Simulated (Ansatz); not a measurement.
The same path of C₂H₆N₂O (11 atoms, charge 0, multiplicity 1) was run twice with different band settings. The coordinate that changes most is the dihedral H7–N1–C2–C4.

These are results of Ansatz, RKS PBE0-D4/6-31G*, not measurements.

Relaxed end points:

```xyz
11
Properties=species:S:1:pos:R:3
N -1.109 0.354 0.787
C 0.089 -0.145 0.254
N 1.003 -0.687 1.177
C 0.343 -0.175 -1.062
O -0.449 0.551 -1.935
H -0.951 1.089 1.470
H -1.699 0.709 0.042
H 0.554 -0.900 2.059
H 1.821 -0.112 1.327
H 1.208 -0.696 -1.464
H -0.746 -0.046 -2.634
```

```xyz
11
Properties=species:S:1:pos:R:3
N -1.013 0.676 0.790
C 0.079 -0.040 0.303
N 0.744 -0.765 1.299
C 0.445 -0.019 -0.990
O -0.328 0.674 -1.912
H -1.518 1.115 0.030
H -1.626 0.100 1.357
H 0.991 -0.172 2.086
H 1.571 -1.234 0.949
H 1.391 -0.431 -1.336
H -0.670 0.039 -2.556
```

Common settings: movable images 9; climbing image yes; spring 5.0 eV/Å²; optimiser quadratic models (default); force threshold 0.05 eV/Å; end points relaxed.

| run | start path | iteration limit |
| --- | --- | --- |
| 1 | through a guess of the saddle point | 58 |
| 2 | straight line | 60 |

Task: What does each run give, and how far can it be trusted?

Result: Run 1: converged after 9 iterations, highest image 0.156 eV above the first end. A vibrational analysis at the climbing image gives one clearly imaginary mode, 282i cm⁻¹: a first-order saddle point.
Run 2: converged after 7 iterations, highest image 0.155 eV above the first end. Another band between the same ends (9 images) ends at a top of the same energy, where a vibrational analysis finds 1 clearly imaginary mode.
